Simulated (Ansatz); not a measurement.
`C=CC(=C)C` + HCl → `C=C(C)Cl` + `C=C` at 400 K and 1 bar (substitution at a C–C bond).

Isolated molecules relaxed with PBE0-D4/def2-TZVP in Ansatz; ΔE leaves out vibrations. CCSD(T)/CBS is the MP2 limit (def2-TZVPP, def2-QZVPP) plus CCSD(T) − MP2 in def2-TZVPP, frozen cores. This one scheme is used for every species. One conformer a species, not always the lowest.

| species | CCSD(T)/CBS energy (Eh) | H − E (kJ/mol) | S (J/(mol·K)) |
| --- | --- | --- | --- |
| `C=CC(=C)C` | -195.04374 | 327.4 | 342.6 |
| HCl | -460.38127 | 29.6 | 195.4 |
| `C=C(C)Cl` | -576.92662 | 210.1 | 318.6 |
| `C=C` | -78.48111 | 149.4 | 232.7 |

H − E and S are ideal-gas, rigid-rotor, harmonic terms from PBE0-D4/def2-TZVP, for one conformer and one mirror image of each species. 1 Eh = 2625.50 kJ/mol, R = 8.31446 J/(mol·K).

By hand: ΔE, ΔH, ΔS and ΔG.

ΔE = (-576.92662) + (-78.48111) − (-195.04374) − (-460.38127) = 0.01728 Eh = 45.4 kJ/mol. Δ(H − E) = 210.1 + 149.4 − 327.4 − 29.6 = 2.5, so ΔH = 47.9 kJ/mol. ΔS = 318.6 + 232.7 − 342.6 − 195.4 = 13.3 J/(mol·K). ΔG = 47.9 − 400 × (13.3)/1000 = 42.6 kJ/mol.

By hand: the equilibrium constant, and the temperature at which ΔG would vanish if ΔH and ΔS stayed fixed.

log₁₀ K = −ΔG/(RT ln 10) = -5.6. ΔG = 0 at ΔH/ΔS = 3602 K, far beyond where these terms or the molecules hold.

The number of gas molecules stays the same, so ΔS is small and ΔH decides. A doubt of 5 kJ/mol in ΔE shifts log₁₀ K by 0.7 here. Other conformers and mirror images would add mixing entropy, several J/(mol·K) or more a flexible species. These are equilibria of isolated gas molecules and say nothing of rates. Largest T1 diagnostic: 0.011 (customary marks: 0.02 for closed shells, 0.045 for open ones).
